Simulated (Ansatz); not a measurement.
H₂S₂⁺. Charge 1, multiplicity 2. Geometry PBE0-D4/def2-TZVP, that of the neutral singlet; atoms count from 1.

```xyz
4

S     0.9467    0.2273   -0.5645
S    -0.3187    0.2795    1.0425
H     0.8323   -1.0792   -0.8694
H    -1.4603    0.5725    0.3914
```

Problem. Estimate the Mulliken populations from the PBE0/def2-TZVP orbitals of Ansatz.

Solution. 
```json
{"atom": "S1", "charge (e)": "0.23", "spin (α − β)": "0.48"}
{"atom": "S2", "charge (e)": "0.23", "spin (α − β)": "0.48"}
{"atom": "H3", "charge (e)": "0.27", "spin (α − β)": "0.02"}
{"atom": "H4", "charge (e)": "0.27", "spin (α − β)": "0.02"}
```
Mulliken values and Mayer orders depend strongly on the basis.

Problem. Where does the spin sit?

Solution. Summed by element: S 0.96, H 0.04, of 1 unpaired in all. Largest on single atoms: S1 0.48, S2 0.48, H4 0.02.

Problem. And the Mayer bond orders between bonded heavy atoms (over 0.3)?

Solution. S1–S2 1.59 (2.05 Å).
